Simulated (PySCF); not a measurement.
LiH, SMILES [LiH]. Geometry: PBE0-D3(BJ)/def2-TZVPD.

The numbers are results of PySCF with PBE0-D3(BJ)/def2-TZVPD, not measurements.

Harmonic wavenumbers (cm⁻¹): 1416. Rotational constants (GHz): 225.4 (linear); symmetry number 1.

Task: Work out the zero-point energy and the ideal-gas rigid-rotor harmonic-oscillator thermochemistry at 298.15 K and 1 atm.

Result: ZPE = ½ Σ hcν = ½ × 1416 cm⁻¹ = 8.47 kJ/mol. H − E(el) = 17.17 kJ/mol. Entropy in J/(mol K): translation 134.60, rotation 35.89, vibration 0.07, total 170.56. G − E(el) = -33.69 kJ/mol. Cp = 29.52 J/(mol K).
